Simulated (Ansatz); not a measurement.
A made-up structure of C2H6B, doublet:

B1  (-0.663, 0.655, -0.938)
C2  (0.396, 0.256, 0.119)
C3  (0.166, -0.906, 0.994)
H4  (-1.482, -0.134, -1.311)
H5  (-0.591, 1.724, -1.472)
H6  (0.848, 1.103, 0.640)
H7  (-1.107, 0.576, 0.120)
H8  (-0.334, -1.789, 0.615)
H9  (0.501, -0.912, 2.023)
(Å)

It is relaxed with PBE-D4/def2-SVP and then PBE0-D4/def2-TZVP (Ansatz 0.2.0). Atoms count as bonded within 1.22 times the sum of their covalent radii (H–H: 0.88 Å). The end point is not checked to be a true minimum.

Q: Does its bonding change? (A judgement: the text doesn't fix the answer.)

A: Computed: Yes. Formed: C2–H7; broken: B1–H7.

Where it ends: The first stage lowers the energy by 1.27 eV in 11 steps. It ends as C₂H₆B ([BH2][CH2][CH2]):
```xyz
9
angstrom
B -0.5905 0.5548 -1.0919
C -0.0906 0.4265 0.3675
C 0.0947 -0.9033 0.9721
H -1.1634 -0.3529 -1.6238
H -0.5083 1.6081 -1.6554
H 0.7002 1.1322 0.6326
H -1.0175 0.9162 0.7797
H -0.5803 -1.7150 0.7309
H 0.8906 -1.0950 1.6792
```

Labels in which every atom is bracketed show which atoms are joined, not bond orders.

For scale, one of the runs: PBE0-D4/def2-TZVP relaxation, 129 basis functions, launched by `ansatz run in.yaml --threads 2 --pin off --events-out ev --progress --plain --max-ram 4352MiB`. The run took about 42 s on 2 CPU threads of an Arm Neoverse V2 (shared host).
